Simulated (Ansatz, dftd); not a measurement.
Reaction: HCl (SMILES Cl) → Cl (doublet) + H (doublet) (the Cl-H bond breaks)
Each species at its own B3LYP-D3(BJ)/def2-TZVP minimum (Ansatz, a program for electronic structure).

Wanted: bond dissociation energy (electronic), in kcal/mol. Open shells are spin-unrestricted; no spin-orbit coupling. Correlated methods leave the cores frozen. Rows without X2C or -DK are non-relativistic. CBS(X,Y): correlation extrapolated as X^-3, Hartree-Fock from the larger set (Q,5: extrapolated as (X+1)exp(-9√X)). A bracket is a step between two methods taken in the basis named. The functionals are non-relativistic, so their misses hold any scalar relativity. 'core' is core correlation in cc-pwCVTZ (1s frozen past Ne), 'X2C' scalar relativity in cc-pVTZ-DK, both at CCSD(T). Full CI freezes restricted core orbitals, also for open shells; the composite that ends in it estimates full CI at the basis-set limit. Where a partner has so few electrons that a lower coupled-cluster level is exact, that level stands in.

Compared with CCSD(T)/CBS(cc-pV(Q+d)Z,cc-pV(5+d)Z) + [CCSDT(Q) - CCSD(T)]/cc-pV(5+d)Z + [FCI - CCSDT(Q)]/cc-pV(D+d)Z + core + X2C (Ansatz): 107.4 kcal/mol.

Costs are rough ratios of core time, to one figure, on one kind of shared machine, summed over the single points of the molecules; atoms, geometries and frequencies are left out. The first row took roughly 1 core seconds; short runs hold start-up time.

```csv
level,program,cost relative to the first row
r2SCANh-D4/def2-TZVPD,Ansatz + dftd4,1
"CCSD(T)/CBS(cc-pV(T+d)Z,cc-pV(Q+d)Z)",Ansatz,6
"CCSD(T)/CBS(cc-pV(Q+d)Z,cc-pV(5+d)Z) + core + X2C",Ansatz,30
"CCSD(T)/CBS(cc-pV(Q+d)Z,cc-pV(5+d)Z) + [CCSDT(Q) - CCSD(T)]/cc-pV(D+d)Z + core + X2C",Ansatz,40
"CCSD(T)/CBS(cc-pV(Q+d)Z,cc-pV(5+d)Z) + [CCSDT(Q) - CCSD(T)]/cc-pV(Q+d)Z + [FCI - CCSDT(Q)]/cc-pV(D+d)Z + core + X2C",Ansatz,200
CCSDTQ/cc-pV(T+d)Z,Ansatz,300
"CCSD(T)/CBS(cc-pV(Q+d)Z,cc-pV(5+d)Z) + [CCSDT(Q) - CCSD(T)]/cc-pV(5+d)Z + [CCSDTQ - CCSDT(Q)]/cc-pV(T+d)Z + core + X2C",Ansatz,800
```

Question: Which is the cheapest listed level within 4 kcal/mol of that value?

Answer: r2SCANh-D4/def2-TZVPD.
```json
[
 {"level": "r2SCANh-D4/def2-TZVPD", "difference (kcal/mol)": "-2.1"},
 {"level": "CCSD(T)/CBS(cc-pV(T+d)Z,cc-pV(Q+d)Z)", "difference (kcal/mol)": "0.2"},
 {"level": "CCSD(T)/CBS(cc-pV(Q+d)Z,cc-pV(5+d)Z) + core + X2C", "difference (kcal/mol)": "0.0"},
 {"level": "CCSD(T)/CBS(cc-pV(Q+d)Z,cc-pV(5+d)Z) + [CCSDT(Q) - CCSD(T)]/cc-pV(D+d)Z + core + X2C", "difference (kcal/mol)": "0.1"},
 {"level": "CCSD(T)/CBS(cc-pV(Q+d)Z,cc-pV(5+d)Z) + [CCSDT(Q) - CCSD(T)]/cc-pV(Q+d)Z + [FCI - CCSDT(Q)]/cc-pV(D+d)Z + core + X2C", "difference (kcal/mol)": "0.0"},
 {"level": "CCSDTQ/cc-pV(T+d)Z", "difference (kcal/mol)": "-3.0"},
 {"level": "CCSD(T)/CBS(cc-pV(Q+d)Z,cc-pV(5+d)Z) + [CCSDT(Q) - CCSD(T)]/cc-pV(5+d)Z + [CCSDTQ - CCSDT(Q)]/cc-pV(T+d)Z + core + X2C", "difference (kcal/mol)": "0.0"}
]
```
